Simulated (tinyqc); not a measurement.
Extended Hueckel theory, for BH, step by step. One step of it, computed by the program tinyqc.

Question. Wolfsberg-Helmholz matrix. H_ij = K' S_ij (H_ii + H_jj)/2 for i != j (the diagonal keeps H_ii), with K' = K + D^2 + D^4 (1 - K), D = (H_ii - H_jj)/(H_ii + H_jj), K = 2.

overlap S:
```
           1B 2s    1B 2px    1B 2py    1B 2pz     2H 1s
1B 2s   1.000000  0.000000  0.000000  0.000000  0.385777
1B 2px  0.000000  1.000000  0.000000  0.000000  0.000000
1B 2py  0.000000  0.000000  1.000000  0.000000  0.000000
1B 2pz  0.000000  0.000000  0.000000  1.000000  0.454576
2H 1s   0.385777  0.000000  0.000000  0.454576  1.000000
```

diagonal H_ii (eV): 1B 2s -15.200000, 1B 2px -8.500000, 1B 2py -8.500000, 1B 2pz -8.500000, 2H 1s -13.600000

K = 2.000000

Give: H.

Answer.

H (eV):
```
           1B 2s   1B 2px   1B 2py    1B 2pz     2H 1s
1B 2s   -15.2000   0.0000   0.0000    0.0000  -11.1275
1B 2px    0.0000  -8.5000   0.0000    0.0000    0.0000
1B 2py    0.0000   0.0000  -8.5000    0.0000    0.0000
1B 2pz    0.0000   0.0000   0.0000   -8.5000  -10.2994
2H 1s   -11.1275   0.0000   0.0000  -10.2994  -13.6000
```
